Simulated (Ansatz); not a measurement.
The input, for Ansatz 0.2.0:

```yaml
crystal:
  periodic: [false, false, false]
  atoms:
    - {symbol: N, position_ang: [0.000000, 0.000000, 0.000000]}
    - {symbol: H, position_ang: [1.024021, 0.013755, -0.000070]}
    - {symbol: H, position_ang: [-0.523923, 0.879946, -0.002762]}
    - {symbol: H, position_ang: [-0.500098, -0.893701, 0.002832]}
basis:
  gaussian: {orbitals: 6-31G}
total_charge: 1
magnetization: {spin_polarized: false, initial_magnetization: 1}
correlation: {method: fci, electrons: outside_noble_gas}
output: {forces: true}
```

```sh
$ ansatz run in.yaml --threads 1 --pin off --events-out ev --progress --plain --max-ram 2176MiB
```

Output:

```
339 factors; integrals over basis functions are off by at most 1.0e-7 eV
mean field evaluation 1: about -1518.4081 eV, gradient 2.7e1 eV
mean field evaluation 2: about -1518.4075 eV, gradient 2.7e1 eV
mean field evaluation 4: about -1519.9063 eV, gradient 1.2e0 eV
mean field evaluation 8: about -1519.9102 eV, gradient 1.6e-4 eV
mean field -1519.91023181 eV, -55.8556707869 hartree, gradient 1.6e-6 eV, S^2 0.750000; 0 other end points of the search recorded, 0 dependent functions left out
mean field evaluation 16: about -1519.9951 eV, gradient 4.2e-1 eV
1 core orbitals not correlated: weight in the atoms' cores, before any rotation towards them, 1.000 or more for the frozen orbitals, at most 0.000 for the correlated occupied ones
reference -1519.91023181 eV, -55.8556707869 hartree; 4, 3 occupied and 10, 11 virtual orbitals, 339 factors
state -1522.83623316 eV, -55.9631993530 hartree
the calculation of the forces begins
Total energy: -1522.83623316 eV, -55.9631993530 hartree
Atom 0 at     0.000000     0.000000     0.000000 Å, force     0.000009     0.000000    -0.000000 eV/Å
Atom 1 at     1.024021     0.013755    -0.000070 Å, force     0.229452     0.003082    -0.000016 eV/Å
Atom 2 at    -0.523923     0.879946    -0.002762 Å, force    -0.117400     0.197179    -0.000619 eV/Å
Atom 3 at    -0.500098    -0.893701     0.002832 Å, force    -0.112061    -0.200262     0.000635 eV/Å
Dipole moment:     0.000000     0.000000    -0.000000 e Å
```

Forces (eV/Å):
```
N    0.000  0.000  0.000
H    0.229  0.003  0.000
H   -0.117  0.197 -0.001
H   -0.112 -0.200  0.001
```

Ran on 1 thread of AMD EPYC 9R45, shared host: 0.63 s wall, 0.12 GiB peak host memory.
